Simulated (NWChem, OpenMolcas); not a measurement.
**Worked example: vertical ionisation energy of C2H2F4 (norflurane)**

C2H2F4: 8 atoms, total charge 0, spin state singlet. SMILES: `FCC(F)(F)F`. The coordinates come from a PBE0-D4/def2-TZVP relaxation.

```xyz
8

F    -0.2246   -1.5065    0.9152
C    -0.2112   -0.7378   -0.2117
C     0.2112    0.6743    0.1355
F     1.4344    0.7113    0.6624
F     0.2171    1.4118   -0.9821
F    -0.6246    1.2436    1.0029
H     0.5020   -1.1486   -0.9301
H    -1.2123   -0.7051   -0.6479
```

Both states at this one shape; open shells run unrestricted unless said. 1 Eh = 27.2114 eV.

| level | program | singlet C2H2F4 (Eh) | doublet [C2H2F4]+ (Eh) |
| --- | --- | --- | --- |
| HF/cc-pVDZ | OpenMolcas | -474.682782 | -474.190624 |
| revPBE/cc-pVDZ | OpenMolcas | -476.644834 | -476.206731 |
| M06-2X/cc-pVDZ | NWChem | -476.653822 | -476.165393 |
| wB97X/cc-pVDZ | NWChem | -476.704890 | -476.225255 |

Question: Work out the vertical ionisation energy at each level.

Answer: 
1. HF/cc-pVDZ: -474.190624 − (-474.682782) = 0.492158 Eh = 13.39 eV.
2. revPBE/cc-pVDZ: -476.206731 − (-476.644834) = 0.438103 Eh = 11.92 eV.
3. M06-2X/cc-pVDZ: -476.165393 − (-476.653822) = 0.488429 Eh = 13.29 eV.
4. wB97X/cc-pVDZ: -476.225255 − (-476.704890) = 0.479635 Eh = 13.05 eV.

No measured value is set beside it here; the levels span 11.92 to 13.39 eV.
